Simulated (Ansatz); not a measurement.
# LiH− (quartet): the correlation ladder, aug-cc-pVTZ

The task here is to estimate one member of a computed series from the others.

The runs use Ansatz 0.2.0, Gaussian basis; aug-cc-pVTZ, core rule «outside noble gas», up to 1 orbitals frozen.

To be run: UHF; CCSD(T) on ROHF; CCSD(T) on UHF; BCCD(T) on ROHF; CCSDT on ROHF; CCSDT on UHF; Full CI; Full CI in the symmetry of the determinant.

18 further runs of the same task are left out: 8 for a known fault of the program, 4 that didn't finish, 6 set aside as unsound or not needed. Runs told in other sessions of the task aren't counted.

**The geometry**

The geometry is a PBE0/def2-TZVPD stationary point (not a proven minimum) of the parent state, kept for this charge and spin.

2 atoms, charge -1, spin multiplicity 4.

Atoms are counted from 1 here; the program's logs count them from 0.

Bond lengths: Li1–H2 1.703 Å.

Coordinates:

```xyz
2
charge -1, multiplicity 4
Li    0.0000    0.0000    0.0000
H     0.0000    0.0000    1.7034
```

The first run:

Input file in.yaml:

```yaml
crystal:
  periodic: [false, false, false]
  atoms:
    - {symbol: Li, position_ang: [0.000000, 0.000000, 0.000000]}
    - {symbol: H, position_ang: [0.000000, 0.000000, 1.703400]}
basis:
  gaussian: {orbitals: aug-cc-pVTZ}
total_charge: -1
magnetization: {spin_polarized: true, initial_magnetization: 3}
hamiltonian: {xc: hf}
output: {orbitals: {seedname: orbitals}}
```

Started as:

```bash
$ ansatz run in.yaml --threads 1 --pin off --events-out ev --progress --plain --max-ram 2393MiB
```

Steps of the session up to this table: UHF; CCSD(T) on ROHF; CCSD(T) on UHF; BCCD(T) on ROHF; CCSDT on ROHF; CCSDT on UHF; Full CI; Full CI in the symmetry of the determinant.

One of the session's tables, all rows but one given; the rest of the session is left out.

```
  method  from FCI (kcal/mol)
    ROHF                +4.50
     UHF                +4.50
    RMP2                +2.17
    UMP2                +2.17
   RCCSD                +0.06
   UCCSD                    ?
RCCSD(T)                +0.02
UCCSD(T)                +0.02
 BCCD(T)                +0.02
  RCCSDT                 0.00
  UCCSDT                -0.01
     FCI                    0
```

Estimate the missing values for UCCSD.

As computed: from FCI (kcal/mol): +0.05. In the column «from FCI (kcal/mol)» it lies between BCCD(T) (+0.02) and RCCSD (+0.06).

Limits of these values: Levels on UHF freeze UHF's core orbitals, full CI those of ROHF, so the U rows can settle a little off it for that reason alone. Restricted and unrestricted rows rest on different reference determinants; a gap between their highest levels can come from leftover correlation error, from unlike frozen cores or from another state.
